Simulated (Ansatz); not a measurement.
**Rock-salt SrO, band gap**

Reference value: 5.63 eV (measured, zero-point renormalisation of 326 meV (computed, non-adiabatic AHC, without the lattice-expansion part) added back here to the 80 K gap 5.3 eV; inputs from Miglio et al. (2020), arXiv:2011.12765).

**Question.** Which of these levels comes closest to the reference?
(A) LDA (Ansatz, a program for electronic structure)
(B) Hartree–Fock (Ansatz)
(C) HSE06+SOC (Ansatz)
(D) G0W0@HSE06 (Ansatz)

**Answer.** D, G0W0@HSE06 (Ansatz)

```
level (code)                value (eV)  error (eV)
---------------------  ---------------  ----------
LDA (Ansatz)                      3.16       -2.47
HSE06+SOC (Ansatz)     4.77 (indirect)       -0.86
Hartree–Fock (Ansatz)            12.86       +7.23
G0W0@HSE06 (Ansatz)               6.05       +0.42
```

Of the ranked levels G0W0@HSE06 (+0.42 eV) comes nearest. Farthest off among them: Hartree–Fock (+7.23 eV). No level tried lands within 0.3 eV.

Density-functional gaps are differences of (generalised) Kohn–Sham levels of a static lattice; semilocal ones lie below quasiparticle gaps as a rule. Measured gaps hold zero-point and thermal shifts unless a correction is named. Levels without +SOC have no spin–orbit coupling; where heavier elements are present it shifts gaps, mostly down, and can invert bands.  G0W0@HSE06: GW on a hybrid start was not checked against another program. Values are at the measured cell. Cutoffs and k meshes differ between the levels. Ansatz's density-functional and Hartree–Fock values are scalar-relativistic unless marked +SOC, with PAW data made under PBE.

Differences are worked out from the printed values.
